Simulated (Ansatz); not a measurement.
`C=C(N)Cl` and `C=CCl` differ in one atom or group.

Ansatz, PBE0-D4/def2-TZVP geometries, multiplicity 1. Each molecule was computed in one conformer, which needn't be the lowest.

```
                                                                                  property  `C=C(N)Cl`
                                                        HOMO energy (PBE0/def2-TZVPP) / eV       -6.42
                                        size of the dipole moment (ωB97M-V/def2-TZVPP) / D        2.08
                                                         LUMO energy (PBE/def2-TZVPP) / eV       -0.42
ideal-gas entropy at 298 K and 1 bar (rigid rotor, harmonic PBE0-D4/def2-TZVP) / J/(mol·K)         291
                                                       HOMO energy (B3LYP/def2-TZVPP) / eV       -6.21
                                                     HOMO–LUMO gap (B3LYP/def2-TZVPP) / eV        6.49
```

Question: Give the same properties after the change, and the shifts. (An estimate is asked.)

Answer: Computed: 
```csv
property,`C=CCl`,shift
HOMO energy (PBE0/def2-TZVPP) / eV,-7.57,-1.15
size of the dipole moment (ωB97M-V/def2-TZVPP) / D,1.38,-0.70
LUMO energy (PBE/def2-TZVPP) / eV,-1.27,-0.85
"ideal-gas entropy at 298 K and 1 bar (rigid rotor, harmonic PBE0-D4/def2-TZVP) / J/(mol·K)",263,-28
HOMO energy (B3LYP/def2-TZVPP) / eV,-7.33,-1.12
HOMO–LUMO gap (B3LYP/def2-TZVPP) / eV,6.83,0.34
```

With PBE0 the HOMO falls by 1.15 eV and the LUMO falls by 0.80 eV, so the gap widens by about 0.35 eV. PBE moves the HOMO by -1.15 eV and ωB97M-V by -1.14 eV. The zero-point energy changes by -45.2 kJ/mol with -6 modes. Dipoles are sizes alone; their direction can turn.

B3LYP here is the variant with VWN-RPA as its local correlation; programs differ in this.
